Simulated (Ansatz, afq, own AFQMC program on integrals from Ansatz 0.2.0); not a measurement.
# Where AFQMC and coupled cluster stand for InHCl2⁺, doublet

```xyz
4

In    0.0000   -0.4809    0.0000
Cl    0.0000    0.8097   -1.9196
Cl    0.0000    0.8097    1.9196
H     0.0000   -2.1754    0.0000
```

Connectivity, by distances: Cl–InH–Cl.

Basis def2-TZVP with its core potentials. Only valence electrons are correlated. AFQMC by an in-house program on the Cholesky factors that Ansatz 0.2.0 writes for its CCSD(T) run. ph-AFQMC/CISD is guided by a CISD state made of CCSD amplitudes; releasing the constraint for a short imaginary time cuts its bias at the price of noise, slowly where states lie close. Error bars are statistical, one sigma. No spin–orbit coupling.

Determinant: UHF, the one that the program's search chose, which needn't be the lowest solution. The geometry is a PBE0/def2-TZVP stationary point of this or a neighbouring charge and spin state.

No full CI on the walks' own integrals is used here. The released AFQMC energy serves as the reference, which it does only where one determinant dominates, the energy is flat over the last release times and near the phaseless one (40 meV or 2 meV an electron, half that with transition metals). On small molecules, where full CI could be run and the noise was under 10 meV, such values lay within 10 meV of it in 19 cases of 20, a flattering rate, since the rule was set on those same cases; what remains of the bias isn't in the error bar.

Cautions: no spin-orbit coupling; inner d shell frozen; the released value is read at 0.99 1/Eh with a noise of 17 meV, more than in the cases checked, later times being too noisy (meV from the phaseless value at times in 1/Eh: -21 ± 16 at 0.24, -12 ± 12 at 0.51, -28 ± 17 at 0.99, -31 ± 25 at 1.50).

The T1 diagnostic is 0.0315. The weight of the determinant in the CISD state is 0.804, the ⟨S²⟩ of the determinant is 0.761 and the size of the correlated space is 17 electrons in 111 orbitals.

Reference: AFQMC with the constraint released, correlation energy -12.625 ± 0.017 eV.

| level | E − E(reference) (meV) | share of correlation (%) |
| --- | --- | --- |
| HF | 12624.9 ± 17.0 | 0.00 |
| MP2 | 1935.2 ± 17.0 | 84.67 |
| CCSD | 585.9 ± 17.0 | 95.36 |
| CCSD(T) | 91.7 ± 17.0 | 99.27 |
| ph-AFQMC/CISD | 28.0 ± 20.3 | 99.78 |

Released energies are given only where the last usable release times agree within the noise; a slower fall can still hide under it.
